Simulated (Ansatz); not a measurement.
# C4H7F, SMILES C=C(C)CF: a rigid torsion scan

Program: the Ansatz DFT code, driven from Python.

Run as a notebook:

```python
import ansatz
from ase import Atoms
```

```python
atoms = Atoms(["C", "C", "C", "C", "F", "H", "H", "H", "H", "H", "H", "H"], positions=[
    (-0.0819, 1.475, 0.181),
    (-0.0184, 0.186, 0.0277),
    (0.8607, -0.6208, 0.8922),
    (-0.7028, -0.5804, -1.012),
    (-1.5743, 0.2071, -1.7798),
    (0.4263, 2.0842, 0.921),
    (-0.7648, 2.0988, -0.4688),
    (0.3567, -1.3566, 1.4501),
    (1.4241, 0.0147, 1.6814),
    (1.6497, -1.1347, 0.3244),
    (-1.4295, -1.337, -0.5105),
    (-0.0686, -1.0913, -1.6727),
])
```

```python
# relax first, so that the scan starts from a minimum
first = (
    ansatz.Crystal.molecule_from_ase(atoms).calculation()
    .basis(gaussian="cc-pVDZ")
    .functional("pbe0")
    .relax(force_tolerance=0.02, max_steps=80)
)
atoms.positions = first.run(threads=1).report["positions_ang"]
```

```python
start = atoms.get_dihedral(0, 1, 2, 7)
energies = {}
for turn in range(0, 121, 20):
    turned = atoms.copy()
    turned.set_dihedral(0, 1, 2, 7, start + turn, indices=[2, 7, 8, 9])
    setup = ansatz.Crystal.molecule_from_ase(turned).calculation().basis(gaussian="cc-pVDZ").functional("pbe0")
    energies[round((start + turn) % 360)] = setup.run(threads=1).report["free_energy_ev"]
floor = min(energies.values())
print("dihedral C0-C1-C2-H7 (deg)   E - E(min) (kJ/mol)")
for angle, e in sorted(energies.items()):
    print(f"{angle:8d} {96.485332 * (e - floor):14.3f}  " + "#" * int(30 * (e - floor) / max(max(energies.values()) - floor, 1e-9)))
```

    dihedral C0-C1-C2-H7 (deg)   E - E(min) (kJ/mol)
         121          0.000
         141          1.815  #######
         161          5.450  ######################
         181          7.311  ##############################
         201          5.566  ######################
         221          2.043  ########
         241          0.291  #

The scan is rigid and the energies are electronic, in a modest basis. With rigid groups the curve can differ much from the relaxed path, the start wasn't checked as a minimum of this torsion, and equivalent turns needn't return to the same energy. Finished in 64 s on 1 thread of Arm Neoverse V1, on a shared host, peak memory 0.29 GiB.
